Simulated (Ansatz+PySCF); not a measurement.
Values are calculated unless marked as measured or tabulated.
Input for Ansatz (development build ahead of 0.2.0):

```yaml
crystal:
  periodic: [false, false, false]
  atoms:
    - { symbol: C, position_ang: [0.0, 0.0, 0.0] }
    - { symbol: H, position_ang: [1.17757, 0.0, 0.0] }
    - { symbol: H, position_ang: [-0.58879, 1.01981, 0.0] }
    - { symbol: H, position_ang: [-0.58879, -1.01981, 0.0] }
basis:
  gaussian: { orbitals: def2-SVP }
magnetization:
  spin_polarized: true
  initial_magnetization: 1
hamiltonian:
  xc: hf
correlation:
  method: ccsd_t
  frozen_orbitals: { C: 1, H: 0 }
```

The input is written out in the form of the current development build from the run's settings.

The run gave:

| Quantity | Value |
| --- | --- |
| Converged | yes |
| Reference energy | -39.51605 hartree |
| CCSD correlation energy | -0.15229 hartree |
| Triples correction | -0.00303 hartree |
| Total energy | -39.67137 hartree |
| Spin squared of the determinant | 0.767 |
| Stability test | minimum |
| Largest doubles amplitude | 0.04 |
| Occupied orbitals by symmetry in an Abelian subgroup (alpha; beta) | 3 A1 1 B1 1 B2; 3 A1 1 B2 |
